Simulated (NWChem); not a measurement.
System: C₄H₆; SMILES C1CCC=1

Input file for NWChem:

```
start job
memory heap 200 mb stack 900 mb global 1100 mb
geometry units angstroms noautoz
  C      0.000000     0.670885     0.810692
  C      0.000000    -0.670885     0.810692
  C      0.000000    -0.779132    -0.694689
  C      0.000000     0.779132    -0.694689
  H      0.000000     1.424079     1.603992
  H      0.000000    -1.424079     1.603992
  H      0.893671    -1.244350    -1.143602
  H     -0.893671    -1.244350    -1.143602
  H     -0.893671     1.244350    -1.143602
  H      0.893671     1.244350    -1.143602
end
basis spherical
  * library sto-3g
end
dft
  xc b3lyp
  iterations 150
  mulliken
end
task dft energy
```

NWChem printed, in part:

```
             Northwest Computational Chemistry Package (NWChem) 7.3.0
             --------------------------------------------------------

 C2V symmetry detected

                             Geometry "geometry" -> ""
                             -------------------------

 Output coordinates in angstroms (scale by  1.889725989 to convert to a.u.)

  No.       Tag          Charge          X              Y              Z
 ---- ---------------- ---------- -------------- -------------- --------------
    1 C                    6.0000     0.00000000     0.67088500     0.80983827
    2 C                    6.0000     0.00000000    -0.67088500     0.80983827
    3 C                    6.0000     0.00000000    -0.77913200    -0.69554273
    4 C                    6.0000     0.00000000     0.77913200    -0.69554273
    5 H                    1.0000     0.00000000     1.42407900     1.60313827
    6 H                    1.0000     0.00000000    -1.42407900     1.60313827
    7 H                    1.0000     0.89367100    -1.24435000    -1.14445573
    8 H                    1.0000    -0.89367100    -1.24435000    -1.14445573
    9 H                    1.0000    -0.89367100     1.24435000    -1.14445573
   10 H                    1.0000     0.89367100     1.24435000    -1.14445573

 Effective nuclear repulsion energy (a.u.)     113.2717774730

      Symmetry information
      --------------------

 Group name             C2v
 Group number             16
 Group order               4
 No. of unique centers     4

                                 NWChem DFT Module
                                 -----------------

 Summary of "ao basis" -> "ao basis" (spherical)
 ------------------------------------------------------------------------------
       Tag                 Description            Shells   Functions and Types
 ---------------- ------------------------------  ------  ---------------------
 C                           sto-3g                  3        5   2s1p
 H                           sto-3g                  1        1   1s

      Symmetry analysis of basis
      --------------------------

        a1         10
        a2          3
        b1          3
        b2         10

            General Information
            -------------------
          SCF calculation type: DFT
          Wavefunction type:  closed shell.
          No. of atoms     :    10
          No. of electrons :    30
           Alpha electrons :    15
            Beta electrons :    15
          Charge           :     0
          Spin multiplicity:     1
          Use of symmetry is: on ; symmetry adaption is: on
          Maximum number of iterations: 150
          AO basis - number of functions:    26
                     number of shells:    18
          Convergence on energy requested:  1.00D-06
          Convergence on density requested:  1.00D-05
          Convergence on gradient requested:  5.00D-04

              XC Information
              --------------
                         B3LYP Method XC Potential
                     Hartree-Fock (Exact) Exchange  0.200
                        Slater Exchange Functional  0.800 local
                    Becke 1988 Exchange Functional  0.720 non-local
              Lee-Yang-Parr Correlation Functional  0.810
                  VWN I RPA Correlation Functional  0.190 local

             Grid Information
             ----------------
          Grid used for XC integration:  medium
          Radial quadrature: Mura-Knowles
          Angular quadrature: Lebedev.
          Tag              B.-S. Rad. Rad. Pts. Rad. Cut. Ang. Pts.
          ---              ---------- --------- --------- ---------
          C                   0.70       49           8.0       434
          H                   0.35       45          10.0       434
          Grid pruning is: on
          Number of quadrature shells:   188
          Spatial weights used:  Erf1

      Superposition of Atomic Density Guess
      -------------------------------------

 Sum of atomic energies:        -151.51246440

      Non-variational initial energy
      ------------------------------

 Total energy =    -152.669119
 1-e energy   =    -431.193736
 2-e energy   =     165.252840
 HOMO         =      -0.097744
 LUMO         =       0.252710

      Symmetry analysis of molecular orbitals - initial
      -------------------------------------------------

  Numbering of irreducible representations:

     1 a1          2 a2          3 b1          4 b2

  Orbital symmetries:

     1 a1          2 b2          3 a1          4 b2          5 a1
     6 a1          7 b2          8 b2          9 a1         10 b1
    11 a2         12 a1         13 a1         14 b2         15 b1
    16 a2         17 a1         18 b2         19 a1         20 b1
    21 b2         22 a1         23 b2         24 b2         25 a2

     ---------------------------------------------
      Total Density - Mulliken Population Analysis
     ---------------------------------------------

    Atom       Charge   Shell Charges
 -----------   ------   -------------------------------------------------------
    1 C    6     6.10   1.99  1.29  2.81
    2 C    6     6.10   1.99  1.29  2.81
    3 C    6     6.04   1.99  1.29  2.75
    4 C    6     6.04   1.99  1.29  2.75
    5 H    1     0.94   0.94
    6 H    1     0.94   0.94
    7 H    1     0.97   0.97
    8 H    1     0.97   0.97
    9 H    1     0.97   0.97
   10 H    1     0.97   0.97

[...]
```

Level: B3LYP/STO-3G. Geometry: optimised at PBE0/def2-SVP.
